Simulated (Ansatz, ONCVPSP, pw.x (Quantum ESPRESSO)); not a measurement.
Equation-of-state test of one ONCV potential (Ge)

Ge (Z = 32), optimised norm-conserving Vanderbilt (ONCV), made with ONCVPSP 4.0.1.1 (patched build) (PBEsol, scalar-relativistic). Core [Ar] 3d10, reference 4s1.75 4p2.25. Waves: 4s: rc 1.90 bohr, ncon 4, nbas 7, qcut 3.4 1/bohr, 2 projectors, debl 1.9 Ha; 4p: rc 2.50 bohr, ncon 3, nbas 7, qcut 2.8 1/bohr, 1 projector; d scattering state at 0.02 Ha: rc 2.50 bohr, ncon 4, nbas 7, qcut 3.8 1/bohr, 2 projectors, debl 1.7 Ha. Local part: polynomial inside 1.50 bohr (lpopt 3, dvloc0 0 Ha). Core correction: Teter function, fcfact 1.75, rcfact 1.5.

Atomic tests: cutoffs needed: 17 Ha and 32 Ha (the cutoffs (Ha) at which the residual kinetic energy of the hardest occupied pseudo-wave falls to 1 and 0.1 mHa per electron); ghost test: no bound ghost flagged; GHOST(+) flagged for s at 140.0 eV; largest excitation error: -82 meV (all-electron minus pseudo) for 4s2 4p0, out of 4 test configurations.

Crystal test: bcc Ge in pw.x 7.5, no spin, 14³ k-points, Fermi–Dirac smearing 0.01 Ry, cutoffs 75/300 Ry. The reference is all-electron LAPW (Ansatz 0.2.0) with the same functional, mesh and smearing; V0 and B0 come from Birch–Murnaghan fits to the pressures at five volumes. Errors are pseudo minus all-electron; Δ is the rms difference of the E(V) curves that follow from these fits, minima aligned, over ±6 % about the mean V0. Mesh and smearing are coarse, so the numbers serve the comparison and aren't converged zero-temperature values; the lattice is a test structure that the element need not adopt.

| V (Å³/atom) | P all-electron (GPa) | P pseudo (GPa) |
| --- | --- | --- |
| 17.383 | 4.19 | 3.74 |
| 17.841 | 1.91 | 1.46 |
| 18.298 | -0.09 | -0.53 |
| 18.755 | -1.83 | -2.26 |
| 19.213 | -3.36 | -3.77 |

All-electron: a0 = 3.319 Å (V0 = 18.28 Å³/atom), B0 = 75.0 GPa.

Pseudopotential: mean pressure error (GPa): -0.44; a0 (Å): 3.312; a0 error (%): -0.19; B0 error (%): +2.1; Δ (meV/atom): 1.7.

At the middle volume, how do free energy and pressure move when the wave cutoff is lowered (ecutrho kept at four times it)?

```csv
cutoff (Ry),shift of F (meV/atom),shift of P (GPa)
34,+47.2,-0.03
45,+39.6,-0.44
60,+8.9,-0.43
```

The run at the middle volume (104 k-points, 6 iterations) took about 10 s on one core of a shared host (Neoverse-V2, 96 threads, 742 GiB, load 47).
